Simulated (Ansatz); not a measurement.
Sb2O3 (Pccn, No. 56), treated with LDA (plane waves, PAW; Ansatz, a first-principles code).

Numerical settings: plane-wave cutoff 520 eV, 8×6×4 k mesh (along the axes of the cell as run), Fermi–Dirac smearing 0.01 eV, scalar-relativistic PAW data made under PBE.

Equation-of-state points:

```tsv
V (Å³/atom)	E − E_lowest (meV/atom)	P (GPa)
14.916	3.12	1.719
15.227	0.72	0.779
15.537	0.00	-0.007
15.848	0.67	-0.662
16.159	2.49	-1.199
```

### Question
Estimate the bulk modulus from the pressures at 15.227 and 15.848 Å³/atom, and compare it with a fit to all energies.

### Answer
B = −V dP/dV. Between V = 15.227 and 15.848 Å³/atom, dP/dV = (-0.662 − (0.779))/(15.848 − 15.227) = -2.32 GPa per Å³/atom; at the midpoint 15.538 Å³/atom this gives B ≈ 36.1 GPa. The third-order Birch–Murnaghan fit gives V0 = 15.533 Å³/atom, B0 = 35.9 GPa, B′ = 8.3, which lies within 1 % of that estimate.

Shape and atoms are relaxed at each volume.

Note: the relaxation could not lower the start's symmetry, so the cell can be a saddle point above a distorted one; the volume lies 6 % below that of the published cell; the bulk modulus comes from volumes at which shape and atoms were relaxed.

Spin–orbit coupling is not included.

The result took about 60 core-minutes (a rough figure).
